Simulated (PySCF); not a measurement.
Stationary points of ClH₅

Computed with BP86/[Cl def2-TZVP, H def2-TZVP], no relativity, density fitting, PySCF.

Relaxations began from a few typed shapes. The search is not exhaustive: other isomers or separated fragments can lie lower, and high-lying points may rest on an excited occupation.

Q: Order these stationary points by electronic energy, lowest first, in kJ/mol from the lowest minimum.
A. singlet C4v: Cl–H 1.285 Å, Cl–H 1.611 Å (×4); H–Cl–H 85.6° (×4), H–Cl–H 89.7° (×4), H–Cl–H 171.3° (×2)
B. singlet D3h: Cl–H 1.643 Å (×3), Cl–H 1.649 Å (×2); H–Cl–H 90.0° (×6), H–Cl–H 120.0° (×3), H–Cl–H 180.0°

A: A (0.0), B (151.2).

Q: Which of them are minima?

A: By energy in kJ/mol, 0.0: minimum; 151.2: saddle point, 2 imaginary modes.

Counting electrons, chlorine keeps 2 of its valence electrons outside its bonds, so the VSEPR class is AX5E1 and the expected shape is square pyramidal (C4v), as computed.
